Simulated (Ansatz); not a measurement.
# AlH2OS, SMILES [OH][Al][SH]: a relaxed scan of one distance

With Ansatz's Python interface.

The cells in order, each with its output:

```python
import ansatz as az
import numpy as np
```

```python
BASIS = "def2-SVP"
XC = "pbe"
VDW = "d4"
```

```python
GEOMETRY = """
O    -1.02360   -1.44690    0.23200
Al    0.17680   -0.54210   -0.80640
S     1.71620    0.76680    0.16930
H    -1.74850   -0.74870    0.28270
H     0.92900    1.89720    0.08100
"""
```

```python
molecule = az.Crystal.molecule()
for line in GEOMETRY.strip().splitlines():
    symbol, *xyz = line.split()
    molecule = molecule.atom(symbol, [float(v) for v in xyz])

calculation = (
    molecule.calculation()
    .basis(gaussian=BASIS)
    .functional(XC, dispersion=VDW)
    .spin("collinear", total=1)
)
symbols = [site.symbol for site in molecule.cartesian_sites]
pairs = [(0, 1), (0, 3), (1, 2), (2, 4)]
print("held (A)   E (eV)        ", "  ".join(f"{symbols[i]}{i}-{symbols[j]}{j}" for i, j in pairs))
for length in [1.68, 1.83, 1.97, 2.19, 2.47]:
    data = calculation.relax(constraints=[az.DistanceConstraint((0, 1), at=length)], force_tolerance=0.02, max_steps=60).run().report
    xyz = np.array(data["positions_ang"])
    print(f"{length:6.2f} {data['free_energy_ev']:14.5f}  ", "  ".join(f"{np.linalg.norm(xyz[i] - xyz[j]):.3f}" for i, j in pairs))
```

    held (A)   E (eV)         O0-Al1  O0-H3  Al1-S2  S2-H4
    DeckWarning: relax.constraints: the input's atoms, or those drawn, lie off the distances that are held; a relaxation that starts there is brought onto them ahead of its first SCF, by positions alone, an atom by 7.35e-2 Å at the most. With the symmetry detection on, the symmetry is detected on the input's atoms as so brought (as typed, where only the drawn atoms reach the distances), and notices that speak of the structure as typed mean those atoms
      1.68   -19495.74146   1.680  0.968  2.225  1.363
      1.83   -19495.66546   1.830  0.974  2.223  1.364
      1.97   -19495.31299   1.970  0.977  2.221  1.364
      2.19   -19494.57332   2.190  0.980  2.221  1.365
      2.47   -19493.67295   2.470  0.982  2.225  1.366

Notes:
- Total energies depend on the basis set; only differences at equal settings carry meaning.
- Warnings are shown shortened and without file and line.
- The energies are electronic: no zero-point or thermal terms, and the basis set is short of its limit.
- The run takes the species as open-shell (spin multiplicity 2), which needn't be its ground state.
- It ran for 2.4 min on 1 thread of Arm Neoverse V2, on a shared host, peak memory 0.22 GiB.
